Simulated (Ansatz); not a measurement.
Born–Oppenheimer molecular dynamics of CH$_{6}$FSi (9 atoms, charge 0, multiplicity 2). It starts at the highest image of a converged band. Of that band: Neighbouring images differ by up to 1.5 eV, so the band resolves the path poorly. A vibrational analysis at the climbing image gives one clearly imaginary mode, 1192i cm⁻¹: a first-order saddle point.

Level of theory: UKS B3LYP-D4/def2-SVP in Ansatz.

* ensemble: NVE (velocity Verlet)
* time step: 0.5 fs
* steps asked: 200
* starting velocities drawn for: 100 K
* seed: 6657

Frames 2.5 fs apart, positions in Å, forces in eV/Å.

Velocities at 50.0 fs (Å/ps):

```
Si -1.66 -0.37 -0.44
F -2.00 0.06 3.06
C 4.77 -0.29 -6.01
H 7.56 5.18 -2.36
H 20.34 -1.81 -6.73
H 2.91 2.40 -3.34
H -9.61 5.46 -29.99
H -4.52 11.22 -27.26
H 10.55 -9.76 95.95
```

```xyz
9
Properties=species:S:1:pos:R:3:forces:R:3 time_fs=50.0 energy_less_start_eV=-0.585 T=747
Si -0.062 0.011 -0.143 0.97 -0.49 4.42
F -0.066 -0.131 1.790 -0.27 0.24 -4.59
C 1.757 0.010 -0.599 -0.64 0.87 -0.39
H 2.206 -0.958 -0.419 0.41 -0.42 0.31
H 1.733 0.149 -1.698 0.23 0.07 0.02
H 2.335 0.855 -0.150 -0.28 -0.59 -0.13
H -0.695 1.277 -0.505 -0.32 0.38 0.06
H -0.753 -1.133 -0.795 -0.11 -0.06 0.30
H 0.610 -0.562 6.732 0.00 0.00 0.00
9
Properties=species:S:1:pos:R:3:forces:R:3 time_fs=52.5 energy_less_start_eV=-0.578 T=739
Si -0.065 0.010 -0.140 0.74 0.12 3.60
F -0.072 -0.130 1.791 -0.28 0.24 -4.67
C 1.768 0.012 -0.615 -0.66 0.23 -0.26
H 2.236 -0.957 -0.416 0.17 -0.08 0.24
H 1.789 0.147 -1.714 0.04 0.05 0.05
H 2.335 0.845 -0.162 -0.08 -0.25 0.05
H -0.724 1.296 -0.575 0.09 -0.27 0.45
H -0.766 -1.106 -0.852 -0.01 -0.04 0.53
H 0.636 -0.587 6.972 0.00 0.00 0.00
9
Properties=species:S:1:pos:R:3:forces:R:3 time_fs=55.0 energy_less_start_eV=-0.623 T=789
Si -0.067 0.009 -0.129 0.62 0.42 2.90
F -0.078 -0.129 1.776 -0.25 0.24 -4.63
C 1.774 0.014 -0.632 -0.57 -0.95 -0.06
H 2.275 -0.960 -0.399 -0.29 0.52 0.02
H 1.847 0.147 -1.727 -0.14 0.02 0.03
H 2.330 0.821 -0.170 0.26 0.39 0.36
H -0.749 1.300 -0.617 0.33 -0.57 0.72
H -0.781 -1.083 -0.877 0.04 -0.08 0.68
H 0.663 -0.611 7.212 0.00 0.00 0.00
9
Properties=species:S:1:pos:R:3:forces:R:3 time_fs=57.5 energy_less_start_eV=-0.807 T=993
Si -0.067 0.008 -0.111 0.78 0.31 2.44
F -0.085 -0.127 1.747 -0.19 0.24 -4.38
C 1.779 0.012 -0.650 -0.32 -0.48 0.47
H 2.299 -0.936 -0.380 -0.33 0.26 -0.07
H 1.897 0.149 -1.739 -0.26 -0.01 0.02
H 2.338 0.816 -0.159 0.00 0.22 0.13
H -0.756 1.273 -0.619 0.29 -0.33 0.72
H -0.794 -1.065 -0.863 0.02 -0.22 0.66
H 0.689 -0.635 7.452 0.00 0.00 0.00
9
Properties=species:S:1:pos:R:3:forces:R:3 time_fs=60.0 energy_less_start_eV=-1.062 T=1273
Si -0.065 0.009 -0.089 1.15 -0.18 2.05
F -0.093 -0.124 1.704 -0.09 0.22 -3.74
C 1.781 0.008 -0.665 -0.28 0.77 0.94
H 2.305 -0.899 -0.364 0.00 -0.51 0.03
H 1.933 0.150 -1.749 -0.32 -0.02 0.05
H 2.345 0.823 -0.142 -0.41 -0.23 -0.30
H -0.747 1.229 -0.578 -0.02 0.34 0.46
H -0.805 -1.061 -0.809 -0.03 -0.38 0.52
H 0.715 -0.660 7.691 0.00 0.00 0.00
9
Properties=species:S:1:pos:R:3:forces:R:3 time_fs=62.5 energy_less_start_eV=-1.311 T=1549
Si -0.061 0.009 -0.062 1.36 -0.68 1.12
F -0.101 -0.120 1.650 0.04 0.14 -2.40
C 1.782 0.008 -0.675 -0.42 0.68 1.12
H 2.310 -0.889 -0.347 0.00 -0.54 -0.06
H 1.949 0.150 -1.756 -0.33 -0.05 0.06
H 2.331 0.820 -0.140 -0.30 -0.08 -0.30
H -0.739 1.205 -0.510 -0.31 0.90 0.13
H -0.818 -1.078 -0.726 -0.03 -0.38 0.33
H 0.742 -0.684 7.931 0.00 0.00 0.00
9
Properties=species:S:1:pos:R:3:forces:R:3 time_fs=65.0 energy_less_start_eV=-1.460 T=1713
Si -0.055 0.007 -0.033 0.95 -0.46 -1.08
F -0.109 -0.116 1.588 0.18 -0.01 0.09
C 1.781 0.010 -0.680 -0.59 -0.51 1.08
H 2.313 -0.907 -0.335 -0.31 0.14 -0.32
H 1.945 0.147 -1.761 -0.32 -0.07 0.03
H 2.300 0.814 -0.154 0.17 0.47 0.06
H -0.747 1.230 -0.433 -0.16 0.58 0.00
H -0.833 -1.117 -0.622 0.07 -0.15 0.13
H 0.768 -0.708 8.171 0.00 0.00 0.00
9
Properties=species:S:1:pos:R:3:forces:R:3 time_fs=67.5 energy_less_start_eV=-1.298 T=1533
Si -0.046 0.005 -0.006 0.29 0.28 -4.55
F -0.116 -0.112 1.526 0.26 -0.25 3.93
C 1.777 0.011 -0.679 -0.71 -0.64 1.00
H 2.299 -0.920 -0.340 -0.27 0.35 -0.30
H 1.923 0.140 -1.763 -0.29 -0.06 0.02
H 2.277 0.833 -0.166 0.29 0.39 0.09
H -0.763 1.287 -0.356 0.24 -0.23 -0.06
H -0.843 -1.165 -0.511 0.19 0.16 -0.13
H 0.794 -0.733 8.410 0.00 0.00 0.00
9
Properties=species:S:1:pos:R:3:forces:R:3 time_fs=70.0 energy_less_start_eV=-0.856 T=1046
Si -0.036 0.004 0.011 -0.05 0.85 -8.10
F -0.122 -0.109 1.478 0.21 -0.50 8.16
C 1.770 0.008 -0.674 -0.77 0.54 0.82
H 2.271 -0.915 -0.361 0.17 -0.14 0.02
H 1.883 0.129 -1.764 -0.24 -0.02 0.07
H 2.270 0.872 -0.175 0.01 -0.34 -0.24
H -0.766 1.332 -0.283 0.44 -0.68 -0.25
H -0.842 -1.204 -0.408 0.22 0.31 -0.48
H 0.821 -0.757 8.650 0.00 0.00 0.00
9
Properties=species:S:1:pos:R:3:forces:R:3 time_fs=72.5 energy_less_start_eV=-0.585 T=747
Si -0.027 0.004 0.011 -0.08 0.88 -9.15
F -0.128 -0.108 1.454 0.16 -0.60 10.11
C 1.758 0.008 -0.664 -0.75 0.92 0.37
H 2.252 -0.917 -0.382 0.39 -0.35 0.20
H 1.830 0.117 -1.761 -0.16 0.01 0.09
H 2.264 0.893 -0.197 -0.04 -0.57 -0.25
H -0.744 1.340 -0.225 0.33 -0.57 -0.54
H -0.828 -1.226 -0.334 0.15 0.27 -0.83
H 0.847 -0.781 8.890 0.00 0.00 0.00
9
Properties=species:S:1:pos:R:3:forces:R:3 time_fs=75.0 energy_less_start_eV=-0.797 T=981
Si -0.018 0.006 -0.008 -0.13 0.28 -6.38
F -0.134 -0.108 1.462 0.23 -0.46 8.18
C 1.743 0.012 -0.653 -0.40 -0.30 -0.15
H 2.253 -0.935 -0.393 0.05 0.29 0.07
H 1.767 0.106 -1.752 -0.04 0.03 0.02
H 2.258 0.884 -0.232 0.28 0.00 0.10
H -0.703 1.315 -0.200 -0.03 0.02 -0.81
H -0.805 -1.232 -0.309 0.04 0.15 -1.03
H 0.874 -0.806 9.130 0.00 0.00 0.00
9
Properties=species:S:1:pos:R:3:forces:R:3 time_fs=77.5 energy_less_start_eV=-1.154 T=1375
Si -0.009 0.008 -0.041 -0.45 -0.46 -1.92
F -0.138 -0.110 1.495 0.34 -0.20 4.19
C 1.726 0.015 -0.642 0.23 -0.96 -0.57
H 2.258 -0.939 -0.399 -0.19 0.56 -0.02
H 1.702 0.096 -1.743 0.10 0.02 -0.05
H 2.268 0.874 -0.261 0.38 0.36 0.26
H -0.665 1.292 -0.222 -0.38 0.59 -0.90
H -0.780 -1.228 -0.345 -0.03 0.08 -1.00
H 0.900 -0.830 9.369 0.00 0.00 0.00
```

Of the whole run (100 fs, mean temperature of the second half 1133 K): The conserved energy stayed within 0.17 meV per atom of its start (net change -0.011 meV per atom), so the integration is sound. The kinetic energy rose, since the run started high on the potential surface and went downhill. It ends in pieces (CH5FSi + H), so much of that is their flight and rotation, not heat. A run of 0.1 ps of so small a system gives no equilibrium averages.

Time of the run: 6 min on 2 threads of Arm Neoverse V1, with other jobs on the host, peak memory 0.2 GiB.
